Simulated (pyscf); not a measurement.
A first-order saddle from PySCF, ωB97X-D3(BJ)/def2-SVP:

```
Si
F 1 1.6153
F 1 1.6402 2 123.19
F 1 1.6502 2 94.40 3 -99.50
O 1 1.7414 2 127.60 4 -94.12
H 5 0.9668 1 109.68 2 95.54
H 5 1.4207 6 123.75 4 -124.10
O 7 1.0728 5 151.40 6 149.78
H 8 0.9734 7 105.03 5 -86.50
H 8 1.0551 9 103.19 7 -94.73
F 10 1.3861 8 150.74 9 86.03
```

Surface: singlet, charge 0. Lowest wavenumbers (cm⁻¹): 224i, 51, 116, 183, 352.

Which two sides does it connect, and which bonds change?

HO–Si(F)(F)–F + hydrogen fluoride (HF) + water (H₂O) ⇌ silicon tetrafluoride (F–Si(F)(F)–F) + water (H₂O) + water (H₂O), a multi-bond step read from left to right: O–Si, F–H, H–O broken and F–Si, H–O, H–O formed. At ωB97M-D3(BJ)/def2-TZVP it lies -7.5 kcal/mol from the left side and -0.1 kcal/mol from the right (each side as separated species at their lowest minima found). On the reactant side the descent ends in an adduct with a F–Si contact, 11.5 kcal/mol under the separated species and 4.2 kcal/mol under the saddle at ωB97X-D3(BJ)/def2-TZVP. On the product side the descent ends in an adduct with a O–Si contact, 14.2 kcal/mol under the separated species and 14.0 kcal/mol under the saddle at ωB97X-D3(BJ)/def2-TZVP. At ωB97M-D3(BJ) the saddle lies under the separated reactants, which points to a path from their complex (located at ωB97X-D3(BJ) alone). At ωB97M-D3(BJ) the saddle lies under the separated products, which points to a path from their complex (located at ωB97X-D3(BJ) alone). What is counted as formed (F–Si) is already present as a longer contact in the reactant adduct; forming that adduct is a step of its own. What is counted as broken (O–Si) persists as a longer contact in the product adduct; parting that adduct is a step of its own. This is the saddle that the search found; another between the same sides may lie lower.
